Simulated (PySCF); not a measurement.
# C6H6: the cost of one run

Computed with PySCF 2.14.0 and routines of our own; the level stands in each step. Atoms count from 0.

## Step 1: The starting structure

12 atoms, charge 0, multiplicity 1; geometry from: PBE0-D3(BJ)/def2-SVP.

## Step 2: Magnetic properties: GIAO B3LYP/6-31++G**

What the job is given:

```
{"job": {"kind": "mag", "xc": "B3LYP", "basis": "6-31++G**"}, "charge": 0, "multiplicity": 1}
C      0.962468     1.008465    -0.019745
C      1.354927    -0.329952    -0.014520
C      0.392030    -1.338787     0.002796
C     -0.963231    -1.009189     0.014991
C     -1.355706     0.329224     0.009772
C     -0.392800     1.338050    -0.007542
H      1.716841     1.799085    -0.033486
H      2.416807    -0.588015    -0.024074
H      0.699236    -2.387555     0.006911
H     -1.717604    -1.799809     0.028733
H     -2.417587     0.587287     0.019339
H     -0.700008     2.386820    -0.011639
```

Method: GIAO B3LYP/6-31++G** magnetisability, rotational g tensor and spin-rotation constants, non-relativistic, gas phase.

On the command line:

```
OMP_NUM_THREADS=1 python excited_run.py task.json out
```

One launch serves the whole session: the jobs run in the order shown.

**Question.** How long does this first job take on 1 thread of Arm Neoverse V1, shared host, and how much memory does it need?

About 17 s, with a peak of 0.63 GiB.
